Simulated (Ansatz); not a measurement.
Total energies of Si(SiH3)H3 (Si2H6) from Ansatz at PBE-D4/def2-TZVP, gas phase (1 Eh = 27.2114 eV = 2625.5 kJ/mol). The reference geometry is relaxed at PBE-D4/def2-TZVP.

```xyz
8

Si   -0.739    0.897   -0.153
Si    0.739   -0.897    0.153
H     1.947   -0.731   -0.715
H     0.071   -2.189   -0.202
H     1.184   -0.967    1.580
H    -1.164    0.983   -1.585
H    -0.080    2.186    0.227
H    -1.959    0.718    0.696
```

| state | geometry | energy (Eh) |
| --- | --- | --- |
| charge 0 singlet | reference | -582.27755 |
| charge 1 doublet | reference | -581.89611 |
| free Si atom (triplet) | – | -289.22285 |
| free H atom (doublet) | – | -0.49962 |

Problem. Work out the vertical ionisation energy to the doublet.

Solution. E(charge 1 doublet) − E(charge 0 singlet) = -581.89611 − (-582.27755) = 0.38144 Eh = 10.38 eV. For comparison, −ε of the highest occupied level is 7.27 eV at this level, 3.11 eV less.

Problem. What is the binding energy per atom against free atoms?

Solution. Atoms: 2 × (-289.22285) + 6 × (-0.49962) = -581.44342 Eh. Binding: -581.44342 − (-582.27755) = 0.83413 Eh = 22.70 eV, or 2.84 eV for each of 8 atoms (no zero-point energy, no counterpoise term).
